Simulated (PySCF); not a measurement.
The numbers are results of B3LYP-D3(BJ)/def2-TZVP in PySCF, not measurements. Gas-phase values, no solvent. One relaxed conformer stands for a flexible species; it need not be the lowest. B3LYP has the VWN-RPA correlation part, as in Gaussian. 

Reference species (SMILES): `C[O]` (neutral, multiplicity 2).

- highest occupied spin orbital: -7.50 eV

Changed species: `C[Si](C)O` (C–Si–O–H torsion 177°) (radical fragment; the reference has radical fragment).

Question: Give the shifts of the highest occupied spin orbital.

Answer: the highest occupied spin orbital rises by 2.52 eV, to -4.98 eV.
